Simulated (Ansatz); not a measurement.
AsH3⁺, doublet: the ladder up to full CI

Geometry: a point of a stretch scan, not a stationary point.

```tsv
atom	x (Å)	y (Å)	z (Å)
As	0.0012	-0.0020	-0.0168
H	1.4373	0.0118	0.4053
H	-0.8191	1.3864	0.4471
H	-0.7073	-1.2532	0.3992
```

Basis 6-31G (Cartesian d functions); Ansatz 0.2.0. Correlated methods freeze the noble-gas cores and the filled d shells of p-block atoms, which leaves 7 electrons in 21 orbitals. R marks a restricted (for open shells ROHF) determinant, U an unrestricted one. Active spaces: valence = (7e, 7o) chosen from the atoms' valence shells; pair = (3e, 3o) about the gap. No spin–orbit coupling is included, and no scalar relativity.

Full CI is exact within this basis and frozen core; it isn't the basis-set limit. The frozen core follows each run's orbitals, which can shift R against U totals by a few meV for light atoms and by up to 0.1 eV past Ca.

For open shells CISD is restricted-active-space CI with the open shells as a complete middle space.

The UHF ⟨S²⟩ is 0.756, the T1 diagnostic (RCCSD) is 0.0118 and the largest doubles amplitude (RCCSD) is 0.093.

```json
{"level": "RHF", "E − E(full CI) (meV)": "2153", "share of correlation (%)": "0.00", "wall time": "–"}
{"level": "RMP2", "E − E(full CI) (meV)": "638", "share of correlation (%)": "70.36", "wall time": "–"}
{"level": "CISD", "E − E(full CI) (meV)": "102", "share of correlation (%)": "95.24", "wall time": "0.42 s"}
{"level": "RCCSD", "E − E(full CI) (meV)": "38", "share of correlation (%)": "98.24", "wall time": "–"}
{"level": "RCCSD(T)", "E − E(full CI) (meV)": "11", "share of correlation (%)": "99.50", "wall time": "0.48 s"}
{"level": "BCCD(T)", "E − E(full CI) (meV)": "11", "share of correlation (%)": "99.51", "wall time": "0.57 s"}
{"level": "RCCSDT", "E − E(full CI) (meV)": "1", "share of correlation (%)": "99.95", "wall time": "–"}
{"level": "RCCSDT(Q)", "E − E(full CI) (meV)": "0", "share of correlation (%)": "99.99", "wall time": "2.2 s"}
{"level": "CASSCF (pair space)", "E − E(full CI) (meV)": "1585", "share of correlation (%)": "26.39", "wall time": "–"}
{"level": "NEVPT2 (pair space)", "E − E(full CI) (meV)": "463", "share of correlation (%)": "78.51", "wall time": "0.48 s"}
{"level": "MRCISD (pair space)", "E − E(full CI) (meV)": "54", "share of correlation (%)": "97.50", "wall time": "–"}
{"level": "MRCISD+Q (pair space)", "E − E(full CI) (meV)": "-8", "share of correlation (%)": "100.36", "wall time": "0.6 s"}
{"level": "CASSCF (valence space)", "E − E(full CI) (meV)": "535", "share of correlation (%)": "75.16", "wall time": "–"}
{"level": "NEVPT2 (valence space)", "E − E(full CI) (meV)": "117", "share of correlation (%)": "94.58", "wall time": "1.3 s"}
{"level": "MRCISD (valence space)", "E − E(full CI) (meV)": "11", "share of correlation (%)": "99.47", "wall time": "–"}
{"level": "MRCISD+Q (valence space)", "E − E(full CI) (meV)": "6", "share of correlation (%)": "99.72", "wall time": "1.7 s"}
```

The correlation energy at full CI, counted from RHF, is -2.153 eV. That run took 15 s on 1 thread of Arm Neoverse V2, shared host over 3,978,900 determinants.

Run but not shown, since their state or frozen core can't be matched to the reference's or they repeat it: UHF, UMP2, UCCSD, UCCSD(T), UCCSDT, UCCSDT(Q).

Times hold each run's SCF and search for its determinant on a shared host, so for small cases they say little of a method's own cost; they ran on 1 thread of Arm Neoverse V2.

Not variational, and here over 5 meV under the exact energy: MRCISD+Q (pair space).

The full-CI state has the irrep A' of Cs, in the program's axes.

Natural occupations of full CI about the gap: 1.978 1.959 1.946 0.997 0.047 0.031 0.027 0.003 0.003 0.003; effectively unpaired electrons, Σ n²(2−n)², 1.03.
